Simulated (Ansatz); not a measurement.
Consider the homolysis of the C–F bond: fluoromethane → `[CH3]`• + F•.

Calculated with Ansatz (gas phase, PBE0-D4/def2-TZVP geometries, no zero-point term in ΔE). CCSD(T)/CBS is frozen-core, at the limit of the def2 triple- and quadruple-zeta sets. DFT in def2-TZVPP. B3LYP here is the variant with VWN-RPA as its local correlation; programs differ in this. No spin–orbit coupling; open shells (•) take unrestricted orbitals. Spin–orbit coupling would lower the free atoms: a little for F.

| level | ΔE (eV) | difference from CCSD(T)/CBS |
| --- | --- | --- |
| revPBE-D4 | 4.91 | -0.08 |
| PBE0-D4 | 4.87 | -0.12 |
| B3LYP-D4 | 4.87 | -0.12 |
| B2PLYP | 4.88 | -0.11 |
| PBE-QIDH | 4.84 | -0.15 |
| CAM-B3LYP | 4.94 | -0.05 |
| RPA@PBE/def2-TZVPP | 4.49 | -0.50 |
| SCS-MP2/def2-TZVPP | 4.99 | 0.00 |
| CCSD/def2-TZVPP | 4.69 | -0.30 |
| MP2/def2-QZVPP | 5.23 | 0.24 |
| CCSD(T)/def2-QZVPP | 4.92 | -0.07 |
| CCSD/CBS(def2) | 4.84 | -0.15 |
| MP2/cc-pV(D+d)Z | 4.69 | -0.30 |
| HF/cc-pV(T+d)Z | 3.03 | -1.96 |
| CCSD(T)/cc-pV(Q+d)Z | 4.92 | -0.07 |
| MP2/CBS(cc) | 5.31 | 0.32 |
| CCSD(T)/CBS | 4.99 | 0 |

Largest T1 diagnostic among the species: 0.009.

From BLYP to BHLYP (50 % exact exchange), in def2-TZVPP and without D4, ΔE moves by −0.47 eV: exact exchange takes away binding that semilocal exchange gives to molecules. At CCSD(T), def2-SVP lies −0.35 eV from the extrapolated value and def2-TZVPP −0.16 eV: correlation converges slowly with the basis, and small sets miss more of it in the bonded molecule than in its fragments. In def2-TZVPP, CCSD(T) changes the Hartree–Fock value by +1.78 eV (the triples alone add +0.13 eV) and MP2 by +2.09 eV; breaking electron pairs costs correlation energy, which Hartree–Fock lacks.

CCSD(T)/CBS has its own doubt, a few kJ/mol and more with outer-core shells, so smaller differences from it don't rank the levels.
